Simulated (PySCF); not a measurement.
C₃H₅Cl.
Bonds: Cl1–C2, C2–C3, C3–C4, C2–C4. Hydrogens: H5 on C2; H6, H7 on C3; H8, H9 on C4.

The same species was optimised twice, with GFN2-xTB and with PBE0-D3(BJ)/def2-SVP (PySCF), and the same property calculations (PySCF, gas phase) were run on both structures.

```json
{"coordinate": "C3–H6 (Å)", "GFN2-xTB": "1.079", "PBE0-D3(BJ)/def2-SVP": "1.094", "change": "+0.015"}
{"coordinate": "C3–H7 (Å)", "GFN2-xTB": "1.079", "PBE0-D3(BJ)/def2-SVP": "1.093", "change": "+0.014"}
{"coordinate": "C4–H8 (Å)", "GFN2-xTB": "1.079", "PBE0-D3(BJ)/def2-SVP": "1.094", "change": "+0.015"}
{"coordinate": "C4–H9 (Å)", "GFN2-xTB": "1.079", "PBE0-D3(BJ)/def2-SVP": "1.093", "change": "+0.014"}
{"coordinate": "C2–H5 (Å)", "GFN2-xTB": "1.081", "PBE0-D3(BJ)/def2-SVP": "1.092", "change": "+0.011"}
{"coordinate": "C3–C4 (Å)", "GFN2-xTB": "1.501", "PBE0-D3(BJ)/def2-SVP": "1.504", "change": "+0.003"}
{"coordinate": "Cl1–C2 (Å)", "GFN2-xTB": "1.758", "PBE0-D3(BJ)/def2-SVP": "1.760", "change": "+0.002"}
{"coordinate": "C2–C4 (Å)", "GFN2-xTB": "1.494", "PBE0-D3(BJ)/def2-SVP": "1.492", "change": "-0.002"}
{"coordinate": "C2–C3 (Å)", "GFN2-xTB": "1.493", "PBE0-D3(BJ)/def2-SVP": "1.492", "change": "-0.001"}
{"coordinate": "C4–C2–H5 (°)", "GFN2-xTB": "120.1", "PBE0-D3(BJ)/def2-SVP": "119.1", "change": "-1.0"}
{"coordinate": "C3–C2–H5 (°)", "GFN2-xTB": "120.0", "PBE0-D3(BJ)/def2-SVP": "119.1", "change": "-0.9"}
{"coordinate": "C2–C4–H9 (°)", "GFN2-xTB": "117.8", "PBE0-D3(BJ)/def2-SVP": "117.0", "change": "-0.8"}
{"coordinate": "C2–C3–H7 (°)", "GFN2-xTB": "117.8", "PBE0-D3(BJ)/def2-SVP": "117.0", "change": "-0.8"}
{"coordinate": "H6–C3–H7 (°)", "GFN2-xTB": "114.0", "PBE0-D3(BJ)/def2-SVP": "114.7", "change": "+0.7"}
{"coordinate": "H8–C4–H9 (°)", "GFN2-xTB": "114.0", "PBE0-D3(BJ)/def2-SVP": "114.7", "change": "+0.7"}
{"coordinate": "Cl1–C2–C4 (°)", "GFN2-xTB": "118.8", "PBE0-D3(BJ)/def2-SVP": "119.4", "change": "+0.6"}
{"coordinate": "Cl1–C2–C3 (°)", "GFN2-xTB": "118.8", "PBE0-D3(BJ)/def2-SVP": "119.3", "change": "+0.5"}
```

Rotational constants: A = 16776, B = 3906, C = 3632 MHz (GFN2-xTB) against A = 16719, B = 3886, C = 3609 MHz (PBE0-D3(BJ)/def2-SVP). Point groups within 0.08 Å: Cs and Cs.

On the GFN2-xTB structure: HOMO (eV) -7.82 [PBE0/pcSseg-1]; LUMO (eV) 0.95 [PBE0/pcSseg-1]; dipole (D) 1.99 [PBE0/pcSseg-1]; GIAO shielding of Cl1 (ppm) 819.8 [PBE0/pcSseg-1]; GIAO shielding of C2 (ppm) 153.1 [PBE0/pcSseg-1]; GIAO shielding of C3/C4 (mean) (ppm) 175.5 [PBE0/pcSseg-1].

Question: What do these properties become on the PBE0-D3(BJ)/def2-SVP structure?

Answer: 
```csv
property,level,on GFN2-xTB,on PBE0-D3(BJ)/def2-SVP,change
HOMO (eV),PBE0/pcSseg-1,-7.82,-7.83,-0.01
LUMO (eV),PBE0/pcSseg-1,0.95,0.89,-0.06
dipole (D),PBE0/pcSseg-1,1.99,1.97,-0.02
"energy, GFN2-xTB geometry as zero (kcal/mol)",PBE0/pcSseg-1,0.0,-0.1,-0.1
GIAO shielding of Cl1 (ppm),PBE0/pcSseg-1,819.8,815.1,-4.7
GIAO shielding of C2 (ppm),PBE0/pcSseg-1,153.1,151.4,-1.7
GIAO shielding of C3/C4 (mean) (ppm),PBE0/pcSseg-1,175.5,173.5,-2.0
```

The heavy atoms differ by 0.005 Å rms after alignment. Among all bonds C3–H6, C3–H7, C4–H8 and C4–H9 change most and about equally (+0.014 to +0.015 Å). Changes are differences of the printed values. Neither structure is proved a minimum here.
